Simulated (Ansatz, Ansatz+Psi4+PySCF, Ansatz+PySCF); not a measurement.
| atom | x (Å) | y (Å) | z (Å) |
| --- | --- | --- | --- |
| H | -1.2349 | -0.8804 | 0.1043 |
| C | -0.6885 | 0.0365 | -0.0643 |
| O | 0.6671 | -0.1163 | 0.0257 |
| H | 1.0876 | 0.7440 | -0.0660 |
| H | -1.1070 | 0.9541 | 0.1684 |

Basis set: cc-pVTZ (spherical functions). Frozen core: 2 orbitals. Correlation on ROHF uses semicanonical orbitals with singles. Charge 0, multiplicity 2.

Computed with Ansatz (development build ahead of 0.2.0); each method stands on the lowest determinant of its kind that the runs found.

The atomization energy at this shape (free ground-state atoms in the same class of orbitals less the molecule, no zero-point energy) of doublet CH3O:

```tsv
method	atomization energy
ROHF-CCSD(T)	396.91 kcal/mol
```

Task: What does ROHF-MP2 give?

Result: 402.76 kcal/mol.
